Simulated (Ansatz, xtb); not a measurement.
## C5H8S: which of two isomers lies lower

We compare X, `C=CC(=S)CC`, a singlet, with Y, `C[C@@H]1C=CSC1`, a singlet. Both are isolated molecules in the gas phase, relaxed with B3LYP-D3(BJ)/def2-SVP, each in the lowest conformer that the search found.

Problem. Which of the two would you expect CCSD(T)/def2-SVP + ΔMP2/def2-TZVPP electronic energies to favour?

Solution. Structure Y; the calculation gives E(Y) − E(X) = −53.4 kJ/mol.

The same difference at several levels:

| level | geometry | E(Y) − E(X) (kJ/mol) | departure from the last row (kJ/mol) | job, with rough time for the two |
| --- | --- | --- | --- | --- |
| GFN2-xTB | GFN2-xTB | −84.0 | −30.6 | optimisation, 0.13 s |
| HF/STO-3G | GFN2-xTB | −211.7 | −158.3 | single point, 0.44 s |
| r2SCAN-D4/def2-SVP | GFN2-xTB | −49.1 | +4.3 | single point, 2.9 s |
| B3LYP-D3(BJ)/def2-SVP | B3LYP-D3(BJ)/def2-SVP | −40.5 | +12.9 | optimisation, 47 s |
| HF/def2-SVP | B3LYP-D3(BJ)/def2-SVP | −38.3 | +15.0 | part of the CCSD(T) run |
| MP2/def2-SVP | B3LYP-D3(BJ)/def2-SVP | −51.0 | +2.4 | part of the CCSD(T) run |
| CCSD(T)/def2-SVP | B3LYP-D3(BJ)/def2-SVP | −41.8 | +11.6 | single point |
| CCSD(T)/def2-SVP + ΔMP2/def2-TZVPP | B3LYP-D3(BJ)/def2-SVP | −53.4 |  | single point, 41 s |

As drawn, Y has 2 C–S in place of 1 C=S. Structure X has no ring, Y a 5-membered ring.

None of the levels shown reverses the order. The largest departure from CCSD(T)/def2-SVP + ΔMP2/def2-TZVPP is that of HF/STO-3G, 158.3 kJ/mol. The last row adds to CCSD(T) the change of the MP2 difference between the two basis sets, here −11.6 kJ/mol.

With thermal terms from frequencies at re-optimised GFN2-xTB minima (ideal gas, soft modes damped towards free rotors, one conformer each, 298.15 K, 1 atm): on the last row, ΔE + ΔZPE = −49.2, ΔH = −52.1, ΔG = −45.1 kJ/mol.

The correlated steps freeze 10 core orbitals. Mirror images aren't counted in ΔG. Codes used: Ansatz 0.2.0, xtb 6.7.1; the last row on 2 threads of Intel(R) Xeon(R) 6975P-C (Granite Rapids) on a shared host.
